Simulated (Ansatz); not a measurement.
Geometry optimisation, UKS B3LYP-D4/def2-SVP (Ansatz 0.2.0).

The input (input.yaml):

```yaml
crystal:
  periodic: [false, false, false]
  atoms:
    - { symbol: F, position_ang: [2.0237, -0.9966, -0.9681] }
    - { symbol: C, position_ang: [0.8462, -0.2351, -0.8007] }
    - { symbol: C, position_ang: [-0.2898, -0.3986, -0.2342] }
    - { symbol: C, position_ang: [-0.9996, 0.0055, 0.6499] }
    - { symbol: S, position_ang: [0.5585, 1.1873, 0.5968] }
    - { symbol: H, position_ang: [-1.16408, -1.00938, -0.45935] }
magnetization:
  spin_polarized: true
basis:
  gaussian: { orbitals: def2-SVP }
hamiltonian:
  xc: b3lyp
  dispersion: d4
relax:
  f_tol: 0.02
  max_steps: 50
output:
  orbitals: {}
```

Run as:

```bash
$ ansatz run input.yaml --threads 2 --pin off --max-ram 3072MiB --backend cpu --events-out ev --progress --plain --runs-dir out
```

Where does it end, and by what steps?

The forces met the threshold. After 13 steps the energy has fallen by 6.496 eV; H6 moved furthest, 0.49 Å. The start is strongly strained (largest force component 9 eV/Å), so its close contacts needn't be bonds. Parted: C3–S5 (1.98 → 2.49 Å).

```tsv
step	energy less start (eV)	largest force component (eV/Å)	accepted
0	0.0000	9.340	yes
1	-2.0674	5.822	yes
2	-3.7271	4.946	yes
3	-5.0259	5.524	yes
4	-5.8434	3.935	yes
5	-6.3499	1.111	yes
6	-6.4142	0.698	yes
7	-6.4615	0.219	yes
8	-6.4719	0.202	yes
9	-6.4808	0.470	yes
10	-6.4904	0.371	yes
11	-6.4947	0.126	yes
12	-6.4956	0.059	yes
13	-6.4959	0.020	yes
```

```xyz
6
Properties=species:S:1:pos:R:3
F 1.761 -0.866 -0.801
C 0.728 -0.091 -0.539
C -0.604 -0.508 -0.416
C -0.585 0.085 0.836
S 0.849 1.278 0.524
H -1.173 -1.345 -0.819
```

Whether the end is a true minimum wasn't checked by a vibrational analysis.

The run took 15 s on 2 threads of AMD EPYC 9R45 96-Core Processor (Zen 5), with other jobs on the host, peak memory 0.27 GiB.
